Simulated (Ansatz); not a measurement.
Mulliken charges of ClHSSi (`S[Si]Cl`) from B3LYP/def2-TZVPP in Ansatz (PBE0-D4/def2-TZVP geometry).

```tsv
atom	x (Å)	y (Å)	z (Å)	charge (e)
S1	-0.093	0.948	-0.589	-0.188
Si2	-0.227	-0.910	0.454	0.318
Cl3	1.777	-1.040	1.019	-0.241
H4	-1.401	0.941	-0.905	0.110
```

**Question.** By hand: the dipole of these point charges (1 e Å = 4.8032 D).

**Answer.** Σ q r = (-0.637, -0.113, -0.090) e Å, of length 0.653 e Å = 3.14 D.

**Question.** How does the dipole of the full density compare? (Estimate.)

**Answer.** Computed: (-0.342, 0.021, -0.096) e Å, 1.71 D; the point charges give 1.84 times that, at 15° from its direction.

Point charges leave out the atoms' own dipoles, such as those of lone pairs, and Mulliken's split depends on the basis, so the two needn't agree.

B3LYP here is the variant with VWN-RPA as its local correlation; programs differ in this.
